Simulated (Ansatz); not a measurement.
# H₂O (singlet): from Hartree-Fock to the top rungs at distance O1–H2 = 1.551 Å, cc-pVDZ

How much of the correlation energy of H₂O (singlet) does each wave-function method recover here?

The runs use Ansatz 0.2.0, Gaussian basis; cc-pVDZ, core rule «outside noble gas», up to 1 orbitals frozen.

To be run: UHF; CCSD(T) on RHF; CCSD(T) on UHF; BCCD(T) on RHF; CISD; CCSDT(Q) on RHF; CCSDT(Q) on UHF; CCSDTQ on RHF; CCSDTQ on UHF; CASSCF and MRCISD+Q, 2 electrons in 2 orbitals; CASSCF and NEVPT2, 2 electrons in 2 orbitals; CASSCF and MRCISD+Q, 8 electrons in 6 orbitals; CASSCF and NEVPT2, 8 electrons in 6 orbitals; Full CI.

## Step 1: The system

The geometry derives from a PBE0/def2-TZVP stationary point (not a proven minimum). One bond is set to the value named and the two fragments are kept rigid.

3 atoms, charge 0, spin multiplicity 1.

Atoms are counted from 1 here; the program's logs count them from 0.

Bond lengths: O1–H3 0.960 Å.

Coordinates:

```xyz
3
charge 0, multiplicity 1
O     0.0000   -0.0854    0.0263
H     0.0000    0.8581   -1.2047
H     0.0000    0.4983    0.7878
```

## Step 2: UHF

in.yaml

```yaml
crystal:
  periodic: [false, false, false]
  atoms:
    - {symbol: O, position_ang: [0.000000, -0.085450, 0.026264]}
    - {symbol: H, position_ang: [0.000000, 0.858098, -1.204718]}
    - {symbol: H, position_ang: [0.000000, 0.498278, 0.787814]}
basis:
  gaussian: {orbitals: cc-pVDZ}
magnetization: {spin_polarized: true, initial_magnetization: 0}
hamiltonian: {xc: hf}
output: {orbitals: {seedname: orbitals}}
```

Started as:

```bash
ansatz run in.yaml --threads 1 --pin off --events-out ev --progress --plain --max-ram 2816MiB --backend cpu
```

After this run come: CCSD(T) on RHF; CCSD(T) on UHF; BCCD(T) on RHF; CISD; CCSDT(Q) on RHF; CCSDT(Q) on UHF; CCSDTQ on RHF; CCSDTQ on UHF; CASSCF and MRCISD+Q, 2 electrons in 2 orbitals; CASSCF and NEVPT2, 2 electrons in 2 orbitals; CASSCF and MRCISD+Q, 8 electrons in 6 orbitals; CASSCF and NEVPT2, 8 electrons in 6 orbitals; Full CI.

Q: Predict the results of all the runs planned. Wanted: FCI below the RHF energy; RMP2 from FCI; UMP2 from FCI; RCCSD from FCI; RCCSD(T) from FCI; UCCSD(T) from FCI; RCCSDT(Q) from FCI; UCCSDT(Q) from FCI; NEVPT2 pair from FCI.

The runs gave:

```
                         quantity                                                                                                       value
         FCI below the RHF energy                                                                                                  -6.6761 eV
                    RMP2 from FCI                                                                                             +13.96 kcal/mol
                    UMP2 from FCI                                                                                             +31.63 kcal/mol
                   RCCSD from FCI                                                                                              +4.55 kcal/mol
                RCCSD(T) from FCI                                                                                              +0.76 kcal/mol
                UCCSD(T) from FCI                                                                                              +1.56 kcal/mol
               RCCSDT(Q) from FCI                                                                                              -0.04 kcal/mol
               UCCSDT(Q) from FCI                                                                                               0.00 kcal/mol
             NEVPT2 pair from FCI                                                                                              +8.75 kcal/mol
           MRCISD+Q pair from FCI                                                                                              +0.98 kcal/mol
          NEVPT2 valence from FCI                                                                                             +13.98 kcal/mol
levels within 1 kcal/mol (43 meV)  RCCSD(T), BCCD(T), RCCSDT, UCCSDT, RCCSDT(Q), UCCSDT(Q), RCCSDTQ, UCCSDTQ, MRCISD+Q pair, MRCISD+Q valence
                    T1 diagnostic                                                                                                       0.016
   effectively unpaired electrons                                                                                                        0.16
```

In words: RCCSD(T) lands +0.76 kcal/mol from the yardstick (0.5 % of the correlation energy). CCSD(T) misses by +0.76 kcal/mol on the restricted determinant and by +1.56 kcal/mol on the unrestricted one; the two need not hold the same state or core. One determinant dominates. Of the multireference levels listed MRCISD+Q valence comes nearest in total energy (+0.29 kcal/mol), which doesn't show that its space is the better one. These misses are within one basis, not against nature.
